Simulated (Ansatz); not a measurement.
**Dissociation curves of [CH3]+ (SMILES [CH3+])**

The species is [CH3]+ (4 atoms), meant as a singlet with charge +1. SMILES: `[CH3+]`. The coordinates come from a GFN2-xTB relaxation.

```xyz
4

C     0.0004   -0.0004    0.0000
H     0.2720    0.6041    0.8822
H    -1.0017    0.1025   -0.4493
H     0.7293   -0.7062   -0.4329
```

The C1–H3 distance is scanned; the parts on either side stay rigid. Basis 6-31G(d), 1 core orbital frozen in the correlated methods; program Ansatz 0.2.0. FCI is exact within this basis and core. Energies in eV from each method's value at 1.103 Å; methods without a U are spin-restricted. The shape above is that at 1.103 Å.

```
distance (Å)  SVWN5  revPBE  HSE06  RPA@PBE  CCSD  CCSDT(Q)  CCSDTQ   FCI
       1.103   0.00    0.00   0.00     0.00  0.00      0.00    0.00  0.00
       1.379   0.74    0.78   0.88     0.81  0.88      0.86    0.86  0.86
       1.655   2.00    2.07   2.25     2.08  2.20      2.17    2.17  2.17
       2.206   4.11    4.15   4.52     3.98  4.25      4.15    4.15  4.15
       2.757   5.35    5.34   5.89     4.88  5.29      5.07    5.07  5.07
```

Departure from the FCI curve at its largest: SVWN5 +0.28 eV at 2.76 Å; revPBE +0.27 eV at 2.76 Å; HSE06 +0.82 eV at 2.76 Å; RPA@PBE -0.20 eV at 2.76 Å; CCSD +0.21 eV at 2.76 Å; CCSDT(Q) -0.01 eV at 2.76 Å; CCSDTQ within 0.005 eV. For the functionals part of the departure is owed to the small basis.
